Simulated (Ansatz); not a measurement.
```yaml
crystal:
  periodic: [false, false, false]
  atoms:
    - {symbol: Au, position_ang: [0.000000, 0.000000, 0.000000]}
    - {symbol: Cl, position_ang: [2.322826, 0.013387, 0.002722]}
    - {symbol: Cl, position_ang: [-1.173004, 2.004933, -0.003532]}
    - {symbol: Cl, position_ang: [-1.149822, -2.018320, 0.000810]}
basis:
  gaussian: {orbitals: def2-TZVP}
magnetization: {spin_polarized: true, initial_magnetization: 2}
hamiltonian: {xc: pbe0}
relax: {f_tol: 0.004, max_steps: 80}
```

```sh
$ ansatz run in.yaml --threads 1 --pin off --events-out ev --progress --plain --max-ram 2176MiB
```

Steps of the relaxation (energy above the last step; positions in Å, forces in eV/Å):

```
4
step 1, 93.0 meV
Au    0.000    0.000    0.000    0.001    0.000    0.000
Cl    2.323    0.013    0.003   -0.886   -0.005   -0.001
Cl   -1.173    2.005   -0.004    0.447   -0.764    0.001
Cl   -1.150   -2.018    0.001    0.438    0.769    0.000
```

```
4
step 2, 0.8 meV
Au    0.000    0.000    0.000    0.000    0.000    0.000
Cl    2.251    0.013    0.003    0.093    0.001    0.000
Cl   -1.137    1.943   -0.003   -0.047    0.080    0.000
Cl   -1.114   -1.956    0.001   -0.046   -0.080    0.000
```

```
4
step 3, 0.0 meV
Au    0.000    0.000    0.000    0.000    0.000    0.000
Cl    2.257    0.013    0.003   -0.006    0.000    0.000
Cl   -1.140    1.948   -0.003    0.003   -0.005    0.000
Cl   -1.117   -1.961    0.001    0.003    0.005    0.000
```

```
4
step 4, 0.0 meV
Au    0.000    0.000    0.000    0.000    0.000    0.000
Cl    2.257    0.013    0.003    0.000    0.000    0.000
Cl   -1.140    1.948   -0.003    0.000    0.000    0.000
Cl   -1.117   -1.961    0.001    0.000    0.000    0.000
```

```
4
step 5, 0.0 meV
Au    0.000    0.000    0.000    0.000    0.000    0.000
Cl    2.257    0.013    0.003    0.000    0.000    0.000
Cl   -1.140    1.948   -0.003    0.000    0.000    0.000
Cl   -1.117   -1.961    0.001    0.000    0.000    0.000
```

Close pairs at the end: Au1–Cl2 2.257 Å, Au1–Cl4 2.257 Å, Au1–Cl3 2.257 Å.

A stationary point of unrestricted PBE0 after 5 steps, with ⟨S²⟩ = 2.008 against 2.00 for a pure state; no frequencies were run, so it isn't proven a minimum. 62 s on 1 thread of Intel Xeon Platinum 8488C, shared host.
